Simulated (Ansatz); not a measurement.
`NCF` at its PBE0-D4/def2-TZVP geometry, where that method's forces vanish. The species carries charge 0 and has multiplicity 1.

```xyz
7

N     0.7105   -0.3156   -0.4403
C    -0.2857    0.0856    0.4614
F    -1.3648    0.7505   -0.1465
H     0.3764   -0.9824   -1.1217
H     1.1487    0.4630   -0.9117
H    -0.7113   -0.7843    0.9655
H     0.1262    0.7832    1.1933
```

(1) What forces (eV/Å) does PBE-D4/def2-TZVPP give on these atoms in Ansatz 0.2.0? (Best estimate.)

## Answers

(1) Computed: 
```
N1   0.259 -0.164  0.176
C2   0.273 -0.177  0.213
F3  -0.637  0.384 -0.300
H4  -0.094 -0.234 -0.241
H5   0.167  0.255 -0.170
H6  -0.083 -0.217  0.134
H7   0.115  0.153  0.187
```
